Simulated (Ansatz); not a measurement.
```yaml
crystal:
  periodic: [false, false, false]
  atoms:
    - {symbol: C, position_ang: [-1.596667, -0.923680, -0.012081]}
    - {symbol: Ge, position_ang: [-0.123325, 0.274595, 0.004656]}
    - {symbol: F, position_ang: [1.452084, -0.556461, -0.011577]}
    - {symbol: H, position_ang: [0.543858, 1.705798, 0.026592]}
basis:
  gaussian: {orbitals: def2-TZVP}
magnetization: {spin_polarized: true, initial_magnetization: 2}
hamiltonian: {xc: pbe0}
relax: {f_tol: 0.004, max_steps: 80}
```

```sh
$ ansatz run in.yaml --threads 1 --pin off --events-out ev --progress --plain --max-ram 2176MiB
```

Steps of the relaxation (energy above the last step; positions in Å, forces in eV/Å):

```
4
step 1, 116.1 meV
C    -1.597   -0.924   -0.012   -0.201    0.128    0.002
Ge   -0.123    0.275    0.005    1.583   -0.228   -0.007
F     1.452   -0.556   -0.012   -0.836    0.305    0.006
H     0.544    1.706    0.027   -0.546   -0.205   -0.002
```

```
4
step 2, 39.9 meV
C    -1.592   -0.870   -0.011   -0.091    0.164    0.003
Ge   -0.057    0.256    0.004    0.675   -0.451   -0.008
F     1.474   -0.619   -0.013   -0.472    0.444    0.008
H     0.450    1.733    0.027   -0.113   -0.158   -0.002
```

```
4
step 3, 7.7 meV
C    -1.622   -0.821   -0.010    0.057    0.140    0.002
Ge   -0.020    0.217    0.004   -0.112   -0.225   -0.003
F     1.511   -0.603   -0.012    0.042    0.103    0.002
H     0.406    1.708    0.027    0.013   -0.019    0.000
```

```
4
step 6, 0.0 meV
C    -1.650   -0.780   -0.010   -0.001    0.000    0.000
Ge   -0.009    0.180    0.003    0.000    0.000    0.000
F     1.553   -0.579   -0.012    0.000    0.000    0.000
H     0.382    1.680    0.026    0.000    0.001    0.000
```

Close pairs at the end: Ge2–H4 1.550 Å, Ge2–F3 1.737 Å, C1–Ge2 1.901 Å.

A stationary point of unrestricted PBE0 after 6 steps, with ⟨S²⟩ = 2.006 against 2.00 for a pure state; no frequencies were run, so it isn't proven a minimum. 20 s on 1 thread of Intel Xeon 6975P-C, shared host.
